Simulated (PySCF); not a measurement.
Stepwise substitution at one centre (Al F-Cl). Isolated molecules, 0 K electronic values unless said otherwise. Strings in code marks are SMILES.

All values below come from ωB97X-D3(BJ)/def2-TZVP (PySCF). Delta-SCF ions had no search for a lower state. Excitations are Tamm–Dancoff values on a coarser integration grid. The basis has no diffuse functions, so Rydberg states are missing or too high.

```tsv
species	vertical ionisation energy (Delta-SCF) (eV)	HOMO–LUMO gap (eV)	S1 oscillator strength	S1 excitation (TDA) (eV)
0 of 3 F replaced by Cl (`[Al]([F])([F])[F]`)	14.91	14.80	[?]	[?]
1 of 3 F replaced by Cl (`[F][Al]([F])[Cl]`)	[?]	13.08	0.025	7.64
2 of 3 F replaced by Cl (`[Cl][Al]([F])[Cl]`)	12.40	12.83	0.016	7.48
3 of 3 F replaced by Cl	[?]	12.65	0.000	7.36
```

Problem. Complete the blanks.

Solution. 
- 0 of 3 F replaced by Cl (`[Al]([F])([F])[F]`), S1 oscillator strength: 0.000
- 0 of 3 F replaced by Cl (`[Al]([F])([F])[F]`), S1 excitation (TDA) (eV): 8.78
- 1 of 3 F replaced by Cl (`[F][Al]([F])[Cl]`), vertical ionisation energy (Delta-SCF) (eV): 12.92
- 3 of 3 F replaced by Cl, vertical ionisation energy (Delta-SCF) (eV): 12.06
